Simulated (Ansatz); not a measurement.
Compare A (`CC(C)(O)Cl`) with its isomer B (`OCCCCl`).

Gas-phase electronic energies from Ansatz, PBE0-D4/def2-TZVP geometries. CCSD(T)/CBS adds triple-zeta CCSD(T) − MP2 to the extrapolated MP2 energy (def2 sets, frozen cores). Functionals use def2-TZVPP. One conformer a species, not always the lowest.

Question: Which isomer does CCSD(T)/CBS put lower? Give the gap. (Estimate.)

Answer: Ansatz gave: A, by 10.5 kcal/mol.

Question: Give E(B) − E(A) in kcal/mol with MP2/def2-TZVPP, PBE0-D4, r2SCAN-D4, PBE-D4, B2PLYP, CCSD(T)/def2-TZVPP, ωB97M-V. (Best estimate.)

Answer: The calculation gave: MP2/def2-TZVPP 11.4, PBE0-D4 10.5, r2SCAN-D4 12.5, PBE-D4 11.2, B2PLYP 10.2, CCSD(T)/def2-TZVPP 10.5, ωB97M-V 10.9. None reverses the order clearly.

Largest T1 diagnostic: 0.010.

In def2-TZVPP, CCSD(T) changes the Hartree–Fock value by +2.7 kcal/mol (the triples alone add +0.9 kcal/mol) and MP2 by +3.5 kcal/mol. The D4 term adds +1.0 kcal/mol with B3LYP and +0.5 kcal/mol with PBE0; it sums over pairs of atoms, weighted by their polarisabilities, and B3LYP, whose exchange is more repulsive, gets the larger term.

B3LYP here is the variant with VWN-RPA as its local correlation; programs differ in this.
